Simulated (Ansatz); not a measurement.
## Two structures, one formula

Two relaxed structures of LiBH₂, singlet (PBE0-D4/def2-TZVP; forces vanish, vibrations not checked).

A:

```tsv
atom	x (Å)	y (Å)	z (Å)
Li1	-0.7637	0.8419	-0.9133
B2	0.4536	-0.5000	0.5424
H3	0.1134	0.7306	0.7038
H4	-0.0312	-0.8210	-0.6056
```

B:

```json
{"atom": "Li1", "x (Å)": "1.0403", "y (Å)": "-1.1470", "z (Å)": "1.2444"}
{"atom": "B2", "x (Å)": "-0.1027", "y (Å)": "0.1132", "z (Å)": "-0.1229"}
{"atom": "H3", "x (Å)": "-0.3984", "y (Å)": "1.2720", "z (Å)": "0.0765"}
{"atom": "H4", "x (Å)": "-0.5392", "y (Å)": "-0.2383", "z (Å)": "-1.1981"}
```

Ansatz 0.2.0; basis: def2-TZVPP; cores frozen in the correlated methods. The outer core shell of Li, Na, Mg and K is correlated. B3LYP uses VWN-RPA correlation.

Which structure is lower at CCSD(T), and by how much? (An estimate is asked for; the value comes from the calculation.)

The calculation gives: B, by 113.2 kJ/mol (electronic energy, against the other). By their contacts, A is LiBH₂ ([H]1[Li]2[H][B]12) and B is LiBH₂ ([Li][BH2]).

All methods give the same order:

```
   method  E(B) − E(A) (kJ/mol)
   PBE-D4                -107.9
r2SCAN-D4                -114.8
  PBE0-D4                -118.8
 B3LYP-D4                -115.9
  wB97M-V                -120.1
       HF                -134.6
      MP2                -123.5
     CCSD                -116.9
  CCSD(T)                -113.2
```

T1 diagnostic: at most 0.021. The restricted Hartree–Fock reference is unstable towards an unrestricted one at one or more of these structures.

Labels in which every atom is bracketed show which atoms are joined, not bond orders.

For scale, one of the runs: CCSD(T)/def2-TZVPP, 78 basis functions, launched by `ansatz run in.yaml --threads 2 --pin off --events-out ev --progress --plain --max-ram 4352MiB`. The run took about 0.8 s on 2 CPU threads of an Arm Neoverse V2 (shared host).
